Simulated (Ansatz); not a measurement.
Low-lying states of OH (charge -1)

Calculated in Ansatz's Gaussian-basis code. State-averaged CASSCF with equal weights; occupations are averaged over the states; levels count from the state that is lowest in CASSCF. No symmetry is imposed, so a solution can break that of the shape. The lowest solution met needn't be the lowest there is, nor hold the orbitals that a chemist would pick. The average may hold one member of a degenerate pair alone.

Geometry: bond length 0.9806 Å.

Basis cc-pVDZ, nonrelativistic, 1 orbital frozen in the corrections; active space CAS(8,5). Averaged: 2 singlets.

**Question.** Give the levels in order.

**Answer.** 

```tsv
state	CASSCF (eV)	SC-NEVPT2 (eV)
singlet	0.000	0.000
singlet	3.957	4.725
```

Occupations: 2.00, 2.00, 1.97, 1.50, 0.53.
